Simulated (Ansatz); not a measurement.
Geometry optimisation, UKS PBE-D4/def2-SVP (Ansatz 0.2.0).

The input (input.yaml):

```yaml
crystal:
  periodic: [false, false, false]
  atoms:
    - { symbol: B, position_ang: [-0.003562, 0.0, -0.069789] }
    - { symbol: Cl, position_ang: [0.009372, 0.0, 1.751216] }
    - { symbol: F, position_ang: [1.1534, 0.0, -0.69659] }
    - { symbol: H, position_ang: [-1.050909, 0.0, -0.676116] }
    - { symbol: H, position_ang: [0.004299, 0.0, 4.32628] }
magnetization:
  spin_polarized: true
  initial_magnetization: 1
basis:
  gaussian: { orbitals: def2-SVP }
hamiltonian:
  xc: pbe
  dispersion: d4
relax:
  f_tol: 0.03
  max_steps: 50
```

Command:

```bash
$ ansatz run input.yaml --threads 1 --pin off --max-ram 2048MiB --backend cpu --events-out ev --progress --plain --runs-dir out
```

Q: Where does it end, and by what steps?

A: The run converged. The force dipped under the threshold on the way, but the program's further checks kept it going. After 6 steps the energy has fallen by 0.081 eV; H5 moved furthest, 0.61 Å.

```csv
step,energy less start (eV),largest force component (eV/Å),accepted
0,0.0000,1.328,yes
1,-0.0355,0.812,yes
2,-0.0695,0.137,yes
3,-0.0769,0.038,yes
4,-0.0802,0.024,yes
5,-0.0812,0.009,yes
6,-0.0814,0.001,yes
```

```xyz
5
Properties=species:S:1:pos:R:3
B -0.003 0.000 -0.198
Cl 0.010 0.000 1.557
F 1.152 0.000 -0.844
H -1.045 0.000 -0.814
H -0.001 0.000 4.934
```

Whether the end is a true minimum wasn't checked by a vibrational analysis.

Time of the run: 15 s on 1 thread of Arm Neoverse V1, with other jobs on the host, peak memory 0.13 GiB.
